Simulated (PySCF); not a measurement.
Species: CO.
SMILES: `[O+]#[C-]`

Method: PBE0-D3(BJ)/def2-TZVP geometry optimisation, gas phase in PySCF.

Take the most abundant isotopes and a rigid rotor. 

**Question.** What are the moment of inertia and the rotational constant?

**Answer.** I = 8.653 u·Å², B = 505379 MHz·u·Å²/I = 58406 MHz (1.9482 cm⁻¹, or 2.803 K as hB/k). For two atoms I = μr² with μ = 6.8562 u and r = 1.1234 Å.

**Question.** List the first levels of a rigid rotor in a Σ state.

**Answer.** E(J) = BJ(J+1): J = 1: 3.896, J = 2: 11.689, J = 3: 23.379, J = 4: 38.964, J = 5: 58.446, J = 6: 81.825 cm⁻¹.

**Question.** Where do the first rotational lines fall?

**Answer.** The dipole is 0.13 D; J+1 ← J lies at 2B(J+1): 1 ← 0 at 116.81 GHz, 2 ← 1 at 233.62 GHz, 3 ← 2 at 350.44 GHz, 4 ← 3 at 467.25 GHz, 5 ← 4 at 584.06 GHz, 6 ← 5 at 700.87 GHz.

**Question.** Estimate the classical rotational partition function at 298.15 K and 500 K.

**Answer.** Point group C∞v, symmetry number σ = 1; q = kT/(σhB), k/h = 20836.6 MHz/K: 106 at 298.15 K, 178 at 500 K.

No frequency check. Constants of a rigid frame at the computed geometry: no zero-point averaging, no centrifugal distortion.
